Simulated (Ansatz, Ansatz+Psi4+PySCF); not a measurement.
```xyz
3

O     0.0000    0.9058   -0.7725
H     0.0000    1.7222   -0.1184
Cl    0.0000   -0.5276    0.3705
```

Basis set: cc-pVTZ (spherical functions). Left uncorrelated: 6 orbitals. Charge 0, multiplicity 1.

Computed with Ansatz (development build ahead of 0.2.0); each method stands on the lowest determinant of its kind that the runs found. Restricted open shells among the atoms or ions are ROHF, correlated in semicanonical orbitals with singles.

Problem. Give the atomization energy at this shape (free ground-state atoms in the same class of orbitals less the molecule, no zero-point energy) of singlet HClO by RHF-MP2, RHF.

Solution.

```tsv
method	atomization energy
RHF-MP2	647.3 kJ/mol
RHF	296.5 kJ/mol
```

Caution: the shape is not the minimum.
